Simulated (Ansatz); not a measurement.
Born–Oppenheimer molecular dynamics of CH4BCl (7 atoms, charge 0, multiplicity 1). It starts at the highest image of a converged band. Of that band: Neighbouring images differ by up to 2.1 eV, so the band resolves the path poorly. A vibrational analysis at the climbing image gives one clearly imaginary mode, 1237i cm⁻¹: a first-order saddle point.

The calculation used Ansatz, RKS PBE-D4/def2-SVP.

```
ensemble                      : NVE (velocity Verlet)
time step                     : 0.5 fs
steps asked                   : 200
starting velocities drawn for : 300 K
seed                          : 8743
```

First frame:

```xyz
7
Properties=species:S:1:pos:R:3
B -0.345 0.103 0.542
H 0.741 0.309 1.141
C 1.727 0.015 0.066
H 1.765 -1.040 -0.263
H 1.735 0.728 -0.779
H 2.532 0.239 0.795
Cl -0.983 -0.354 -1.002
```

Task: How far do the bonds stretch over the last three quarters of this one trajectory? (Pairs bonded in most of those frames.)

Result: 
| bond | mean (Å) | spread (Å) | shortest | longest |
| --- | --- | --- | --- | --- |
| B1–Cl7 | 1.770 | 0.070 | 1.67 | 1.86 |
| H2–C3 | 1.120 | 0.067 | 1.01 | 1.22 |
| C3–H4 | 1.108 | 0.022 | 1.07 | 1.15 |
| C3–H5 | 1.108 | 0.032 | 1.05 | 1.16 |
| C3–H6 | 1.110 | 0.037 | 1.05 | 1.18 |

Mean temperature of the second half: 1704 K. The conserved energy stayed within 0.35 meV per atom of its start (net change 0.073 meV per atom), so the integration is sound. The system heated up, since it started high on the potential surface and ran downhill. A run of 0.1 ps of so small a system gives no equilibrium averages. The orbitals stay closed-shell, which can raise the energy where a bond breaks towards radicals; this wasn't checked here.

Run time: 86 s on 1 thread of AMD EPYC 9R45 96-Core Processor (Zen 5) (shared host), peak memory 0.13 GiB.
